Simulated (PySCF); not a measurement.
Relaxation of singlet H₂SO₂

All numbers come from PBE0/[S def2-TZVP, O def2-TZVP, H def2-TZVP], no relativity, density fitting, PySCF. A (50,194) grid was used.

A hand-made tetrahedral start, of C2v symmetry, held to at least that symmetry:

```xyz
5
charge 0 multiplicity 1, angstrom
S     0.0000    0.0000    0.3988
O     0.0000    1.2330   -0.4729
O     0.0000   -1.2330   -0.4729
H     1.1023    0.0000    1.1781
H    -1.1023    0.0000    1.1781
```

What forces act on the atoms at the start (eV/Å)?


| atom | Fx | Fy | Fz |
| --- | --- | --- | --- |
| S1 | 0.00 | 0.00 | -8.29 |
| O2 | 0.00 | -2.38 | 3.47 |
| O3 | 0.00 | 2.38 | 3.47 |
| H4 | -0.17 | 0.00 | 0.67 |
| H5 | 0.17 | 0.00 | 0.67 |

What does it relax to?

It ends at C2v with S–H 1.363 Å (×2), S–O 1.429 Å (×2); H–S–H 99.2°, H–S–O 108.0° (×4), O–S–O 123.0°. A frequency run shows a minimum. Other isomers or separated fragments may lie lower.

How much energy is released, and in how many steps?

68.2 kJ/mol in 5 steps.

The relaxation took 5.4 s on 4 threads of a shared Arm Neoverse V1 host, with 111 basis functions and 6 gradients; the process peaked at 0.74 GiB.
